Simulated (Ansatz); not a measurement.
## Structure relaxation of Sb3As2

All numbers below come from Ansatz 0.2.0, DFT PBE, scalar-relativistic, plane waves, PAW. Cutoff 420 eV, Γ-centred k mesh, Gaussian smearing, no spin polarisation in the final step.

The start puts Sb3As2 on the anti-corundum structure type (R-3c, No. 167), with As in place of Al, Sb in place of O, at a guessed volume.

```
CELL_PARAMETERS angstrom
3.43217 1.98157 6.24707
-3.43217 1.98157 6.24707
0.00000 -3.96313 6.24707
ATOMIC_POSITIONS crystal
Sb 0.05625 0.44375 0.75000
Sb 0.75000 0.05625 0.44375
Sb 0.44375 0.75000 0.05625
Sb 0.94375 0.55625 0.25000
Sb 0.25000 0.94375 0.55625
Sb 0.55625 0.25000 0.94375
As 0.85218 0.85218 0.85218
As 0.64782 0.64782 0.64782
As 0.14782 0.14782 0.14782
As 0.35218 0.35218 0.35218
```

Steps on the 3×3×3 mesh (10 atoms). 7 of 8 steps are shown, and the free energy counts from the last. Trial steps that were taken back and renewals of the plane-wave basis can be among the rows.

| step | ΔF (meV/atom) | V (Å³/atom) | P (GPa) | largest force component (eV/Å) |
| --- | --- | --- | --- | --- |
| 1 | 112.6 | 25.49 | 8.83 | 0.584 |
| 2 | 13.2 | 28.87 | 0.24 | 0.271 |
| 3 | 6.2 | 28.98 | -0.04 | 0.131 |
| 4 | 2.7 | 28.92 | 0.00 | 0.085 |
| 5 | 1.7 | 29.09 | -0.14 | 0.072 |
| 6 | 1.1 | 29.16 | -0.02 | 0.028 |
| 8 | 0.0 | 29.25 | 0.08 | 0.003 |

Steps on the 6×6×6 mesh (10 atoms). 11 of 15 steps are shown, and the free energy counts from the last.

```tsv
step	ΔF (meV/atom)	V (Å³/atom)	P (GPa)	largest force component (eV/Å)
1	24.6	29.25	0.31	0.076
2	23.8	29.48	-0.13	0.040
4	22.8	29.47	0.05	0.066
5	19.6	30.25	-0.08	0.061
6	17.2	31.14	0.33	0.110
7	16.4	31.73	0.62	0.397
9	3.3	30.74	0.03	0.062
10	2.8	30.89	0.06	0.016
12	0.8	30.96	0.09	0.006
14	0.0	30.96	0.00	0.001
15	0.0	30.96	0.00	0.001
```

A final relaxation ran on a 6×6×6 mesh. The relaxed crystal, R-3c (No. 167):

```
Sb As
1.0
     3.51929    2.03186    7.21646
    -3.51929    2.03186    7.21646
     0.00000   -4.06372    7.21646
Sb As
6 4
Direct
  0.01352 0.48648 0.75000
  0.75000 0.01352 0.48648
  0.48648 0.75000 0.01352
  0.98648 0.51352 0.25000
  0.25000 0.98648 0.51352
  0.51352 0.25000 0.98648
  0.85028 0.85028 0.85028
  0.64972 0.64972 0.64972
  0.14972 0.14972 0.14972
  0.35028 0.35028 0.35028
```

```
Volume per atom          : 30.96 Å³
Density                  : 5.53 g/cm³
Energy over the elements : 0.29 eV/atom
Gap on the 6×6×6 mesh    : 0 eV (a metal)
```

The zero of energy is the elements' standard structures at the same level; no fitted shifts are applied.

The final run used a 6×6×6 mesh on its 10-atom cell and 0.10 eV smearing. The k mesh leaves about 4 meV/atom of noise in metals. Spin–orbit coupling is left out.

A structure relaxed within its symmetry needn't be a true minimum.

Cost: 3 runs of about 13 core-minutes in all, on Arm Neoverse V2 (shared hosts).